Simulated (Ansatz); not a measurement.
Process, species as SMILES: SC (CH3-SH) → CH4S+ (doublet, bonded as CS) + e-
B3LYP-D3(BJ)/def2-TZVP geometries, fixed; electronic energies without zero-point terms.

Core correlation in the adiabatic ionisation energy at CCSD(T) with Ansatz (a first-principles code), in eV: frozen core against 1s of Al to Cl frozen alone. Core-valence sets carry the plain set on hydrogen. Open shells are unrestricted.

```json
[
 {"basis": "cc-pV(D+d)Z", "functions, most": "57", "frozen core": "9.038", "1s of Al to Cl frozen alone": "9.040", "core term (second minus first)": "0.002"},
 {"basis": "cc-pCVDZ", "functions, most": "65", "frozen core": "9.053", "1s of Al to Cl frozen alone": "9.056", "core term (second minus first)": "0.002"},
 {"basis": "cc-pV(T+d)Z", "functions, most": "125", "frozen core": "9.335", "1s of Al to Cl frozen alone": "9.332", "core term (second minus first)": "-0.003"},
 {"basis": "cc-pCVTZ", "functions, most": "158", "frozen core": "9.337", "1s of Al to Cl frozen alone": "9.342", "core term (second minus first)": "0.005"},
 {"basis": "cc-pwCVTZ", "functions, most": "158", "frozen core": "9.338", "1s of Al to Cl frozen alone": "9.345", "core term (second minus first)": "0.006"},
 {"basis": "cc-pV(Q+d)Z", "functions, most": "239", "frozen core": "9.436", "1s of Al to Cl frozen alone": "9.435", "core term (second minus first)": "-0.001"}
]
```

The largest core-valence set, cc-pwCVTZ, gives a core term of 0.006 eV; the valence set cc-pV(Q+d)Z, which lacks functions for the core, gives -0.001.
